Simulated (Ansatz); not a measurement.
[H···H···NH], triplet along the distance H1-H2

Starting geometry:

```yaml
atoms:
  - { symbol: H, position_ang: [-1.8409, 0.0594, 0.0000] }
  - { symbol: H, position_ang: [-1.0959, 0.0594, 0.0000] }
  - { symbol: N, position_ang: [0.1791, 0.0594, 0.0000] }
  - { symbol: H, position_ang: [0.4482, -0.9448, 0.0000] }
```

From there H2 is moved from one fragment to the other while all else, the fragments' distance too, stays fixed; atoms are numbered as listed. Energies are in eV, counted from the starting geometry at the same level. Kohn–Sham curves are unrestricted where that lies lower.

Basis 6-31G; Ansatz 0.2.0. Correlated methods freeze the noble-gas cores.

Full CI is exact within this basis and frozen core; it isn't the basis-set limit.

```
distance H1-H2 (Å)   B3LYP
             0.693   0.078
             0.745   0.000
             0.779  -0.014
             0.812  -0.010
             0.846   0.007
             0.879   0.034
             0.913   0.070
             0.946   0.119
             0.980   0.187
```

Problem. Estimate the full CI curve in 6-31G from this one, knowing how B3LYP errs.

Solution. The computed full CI values, in eV from the starting point, and the error of B3LYP against them:
```
distance H1-H2 (Å)  full CI  B3LYP less full CI
             0.693    0.031               0.046
             0.745    0.000               0.000
             0.779    0.011              -0.024
             0.812    0.032              -0.042
             0.846    0.059              -0.052
             0.879    0.086              -0.052
             0.913    0.114              -0.044
             0.946    0.147              -0.028
             0.980    0.193              -0.005
```

The error spans 0.098 eV and is largest, -0.052 eV, at 0.879 Å.

In so small a basis the reference is far from its limit while semilocal and hybrid functionals are nearer theirs, so the functionals' errors here hold much of the reference's basis and frozen-core error, which can add to them or hide them.
